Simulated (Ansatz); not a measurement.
**SiH₂ (triplet): wave-function methods side by side at distance H1–H2 along a hydrogen transfer = 0.929 Å, cc-pVDZ**

Aim: climb from Hartree-Fock through coupled cluster and multireference methods for SiH₂ (triplet) at one geometry and basis, and see what each rung misses.

Program: Ansatz 0.2.0, Gaussian basis. Level of theory: cc-pVDZ, core rule «outside noble gas», up to 5 orbitals frozen. These are calculated values, not measurements.

Plan: UHF; CCSD(T) on ROHF; CCSD(T) on UHF; BCCD(T) on ROHF; CISD; CCSDT(Q) on ROHF; CCSDT(Q) on UHF; CISDTQ; CASSCF and MRCISD+Q, 4 electrons in 4 orbitals; CASSCF and NEVPT2, 4 electrons in 4 orbitals; CASSCF and MRCISD+Q, 6 electrons in 6 orbitals; CASSCF and NEVPT2, 6 electrons in 6 orbitals; Full CI.

8 further runs of the same task are left out: 7 that didn't finish, 1 set aside as unsound or not needed.

### Step 1. The geometry

The geometry derives from fragments relaxed apart (PBE0/def2-TZVP) and kept rigid, so it is no stationary point. A hydrogen atom is moved between rigid fragments.

3 atoms, charge 0, spin multiplicity 3.

Atoms are counted from 1 here; the program's logs count them from 0.

Bond lengths: H2–Si3 1.578 Å.

### Step 2. UHF

Input file in.yaml:

```yaml
crystal:
  periodic: [false, false, false]
  atoms:
    - {symbol: H, position_ang: [0.000000, 0.000000, -1.145333]}
    - {symbol: H, position_ang: [0.000000, 0.000000, -0.216333]}
    - {symbol: Si, position_ang: [0.000000, 0.000000, 1.361667]}
basis:
  gaussian: {orbitals: cc-pVDZ}
magnetization: {spin_polarized: true, initial_magnetization: 2}
hamiltonian: {xc: hf}
output: {orbitals: {seedname: orbitals}}
```

The run is started by

```sh
ansatz run in.yaml --threads 1 --pin off --events-out ev --progress --plain --max-ram 2393MiB
```

Further steps of the session: CCSD(T) on ROHF; CCSD(T) on UHF; BCCD(T) on ROHF; CISD; CCSDT(Q) on ROHF; CCSDT(Q) on UHF; CISDTQ; CASSCF and MRCISD+Q, 4 electrons in 4 orbitals; CASSCF and NEVPT2, 4 electrons in 4 orbitals; CASSCF and MRCISD+Q, 6 electrons in 6 orbitals; CASSCF and NEVPT2, 6 electrons in 6 orbitals; Full CI.

Q: Predict the results of all the runs planned. Wanted: FCI below the RHF energy; RMP2 from FCI; UMP2 from FCI; RCCSD from FCI; RCCSD(T) from FCI; UCCSD(T) from FCI; RCCSDT(Q) from FCI; UCCSDT(Q) from FCI; NEVPT2 pair from FCI.

**Answer**, as computed:

| quantity | value |
| --- | --- |
| FCI below the RHF energy | -3.2501 eV |
| RMP2 from FCI | +19.74 kcal/mol |
| UMP2 from FCI | +19.48 kcal/mol |
| RCCSD from FCI | +2.14 kcal/mol |
| RCCSD(T) from FCI | +0.55 kcal/mol |
| UCCSD(T) from FCI | +0.52 kcal/mol |
| RCCSDT(Q) from FCI | +0.01 kcal/mol |
| UCCSDT(Q) from FCI | +0.01 kcal/mol |
| NEVPT2 pair from FCI | +17.54 kcal/mol |
| MRCISD+Q pair from FCI | -1.28 kcal/mol |
| NEVPT2 valence from FCI | +13.38 kcal/mol |
| levels within 1 kcal/mol (43 meV) | RCCSD(T), UCCSD(T), BCCD(T), RCCSDT, UCCSDT, CISDTQ, RCCSDT(Q), UCCSDT(Q), MRCISD+Q valence |
| T1 diagnostic | 0.027 |
| effectively unpaired electrons | 2.08 |

RCCSD(T) lands +0.55 kcal/mol from the yardstick (0.7 % of the correlation energy). MRCISD+Q pair falls below full CI: the +Q correction isn't variational, and the cores differ from full CI's. One determinant dominates. Of the multireference levels listed MRCISD+Q valence comes nearest in total energy (+0.06 kcal/mol), which doesn't show that its space is the better one. These misses are within one basis, not against nature; the frozen cores of restricted and unrestricted runs differ, which can shift their rows.
